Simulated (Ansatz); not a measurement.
The Li⁺ ion.

Charge 1, multiplicity 1.

Task: List the PBE/def2-TZVPP orbital energies in eV (the Gaussian-basis code of Ansatz). (An estimate is asked.)

Result: Ansatz gave: Occupied: -60.41. Lowest empty: -6.76, -4.57, -4.57, -4.57, -1.61, 3.23, 3.23, 3.23.
